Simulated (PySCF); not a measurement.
First SCF of a structure search on triplet OF2, at a hand-made bent geometry. PySCF input:

```python
from pyscf import gto, scf, dft
mol = gto.M(atom='''
O      0.000000     0.000000     0.000000
F      1.040300     0.000000     0.728400
F     -1.040300     0.000000     0.728400''',
    basis={'O': 'def2-TZVP', 'F': 'def2-TZVP'},
    charge=0, spin=2)
mf = dft.UKS(mol, xc='B3LYP')
mf.grids.atom_grid = (50, 194)
aux = {'O': 'def2-universal-JKFIT', 'F': 'def2-universal-JKFIT'}
mf = mf.density_fit(auxbasis=aux)
mf.conv_tol = 1e-08
mf.diis_space = 10
mf.max_cycle = 60
mf.init_guess = 'minao'
mf.verbose = 4
mf.kernel()
```

Excerpt of the output (cycles alone):

```
init E= -275.380614558103
cycle= 1 E= -274.5331394339  delta_E= 0.847  |g|= 0.365  |ddm|= 2.77
cycle= 2 E= -274.443333925073  delta_E= 0.0898  |g|= 0.666  |ddm|= 0.845
cycle= 3 E= -274.571018105179  delta_E= -0.128  |g|= 0.066  |ddm|= 0.304
cycle= 4 E= -274.57232090938  delta_E= -0.0013  |g|= 0.00981  |ddm|= 0.0629
cycle= 5 E= -274.572363259788  delta_E= -4.24e-05  |g|= 0.0017  |ddm|= 0.0323
cycle= 6 E= -274.57236481718  delta_E= -1.56e-06  |g|= 0.000484  |ddm|= 0.0031
cycle= 7 E= -274.572364943162  delta_E= -1.26e-07  |g|= 0.000161  |ddm|= 0.000974
cycle= 8 E= -274.572364954627  delta_E= -1.15e-08  |g|= 7.36e-05  |ddm|= 0.000493
cycle= 9 E= -274.572364956507  delta_E= -1.88e-09  |g|= 6.47e-06  |ddm|= 0.00011
Extra cycle  E= -274.572364956523  delta_E= -1.58e-11  |g|= 6.37e-06  |ddm|= 1.48e-05
converged SCF energy = -274.572364956523  <S^2> = 2.006412  2S+1 = 3.0042716
```

No lower solution of this spin was found from smeared starts or by a stability analysis within the unrestricted form.

The search for the lowest solution, 3 starts and the stability check together, took 4.6 s on 4 threads of a shared Arm Neoverse V2 host, with 93 basis functions; the process peaked at 0.38 GiB.
